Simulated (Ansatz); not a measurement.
A made-up structure of NaAlH₂S, closed shell:

```
5
angstrom
Na -1.6078 -1.4953 1.1930
S 0.9514 -0.3551 1.7555
Al 0.4703 0.4637 -0.4012
H -1.1643 -0.1324 -1.0228
H 1.3504 1.5192 -1.5246
```

It is relaxed with PBE-D4/def2-SVP and then PBE0-D4/def2-TZVP (Ansatz 0.2.0). Atoms count as bonded within 1.22 times the sum of their covalent radii (H–H: 0.88 Å). The end point is not checked to be a true minimum.

Question: Does its bonding change? (A judgement: the text doesn't fix the answer.)

Answer: The calculation gives: Yes. Formed: Na1–H4; broken: none.

Where it ends: The first stage lowers the energy by 0.77 eV in 4 steps. It ends as NaAlH₂S ([H]1[Na]2[S][AlH]12):
| atom | x (Å) | y (Å) | z (Å) |
| --- | --- | --- | --- |
| Na1 | -1.4365 | -1.3355 | 1.0650 |
| S2 | 0.8487 | -0.3174 | 1.5673 |
| Al3 | 0.4197 | 0.4138 | -0.3581 |
| H4 | -1.0392 | -0.1172 | -0.9148 |
| H5 | 1.2074 | 1.3564 | -1.3594 |

Labels in which every atom is bracketed show which atoms are joined, not bond orders.

For scale, one of the runs: PBE0-D4/def2-TZVP relaxation, 118 basis functions, launched by `ansatz run in.yaml --threads 2 --pin off --events-out ev --progress --plain --max-ram 4352MiB`. Hardware: 2 CPU threads of an Arm Neoverse V2, shared host. Wall time about 14 s.
